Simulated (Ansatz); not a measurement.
Mulliken charges of C2H2Cl2O, SMILES `OC=C(Cl)Cl` from B3LYP/def2-TZVPP in Ansatz (PBE0-D4/def2-TZVP geometry).

```json
{"atom": "O1", "x (Å)": "-0.634", "y (Å)": "-0.476", "z (Å)": "1.378", "charge (e)": "-0.271"}
{"atom": "C2", "x (Å)": "0.309", "y (Å)": "-0.429", "z (Å)": "0.428", "charge (e)": "0.063"}
{"atom": "C3", "x (Å)": "0.239", "y (Å)": "0.274", "z (Å)": "-0.700", "charge (e)": "0.043"}
{"atom": "Cl4", "x (Å)": "-1.149", "y (Å)": "1.232", "z (Å)": "-1.046", "charge (e)": "-0.092"}
{"atom": "Cl5", "x (Å)": "1.490", "y (Å)": "0.280", "z (Å)": "-1.864", "charge (e)": "-0.068"}
{"atom": "H6", "x (Å)": "-1.375", "y (Å)": "0.085", "z (Å)": "1.109", "charge (e)": "0.196"}
{"atom": "H7", "x (Å)": "1.180", "y (Å)": "-1.033", "z (Å)": "0.648", "charge (e)": "0.129"}
```

Problem. By hand: the dipole of these point charges (1 e Å = 4.8032 D).

Solution. Σ q r = (0.089, -0.135, 0.147) e Å, of length 0.219 e Å = 1.05 D.

Problem. How does the dipole of the full density compare? (An estimate is asked.)

Solution. Ansatz gave: (-0.078, -0.017, 0.100) e Å, 0.61 D; the point charges give 1.72 times that, at 69° from its direction.

Point charges leave out the atoms' own dipoles, such as those of lone pairs, and Mulliken's split depends on the basis, so the two needn't agree.

B3LYP here is the variant with VWN-RPA as its local correlation; programs differ in this.
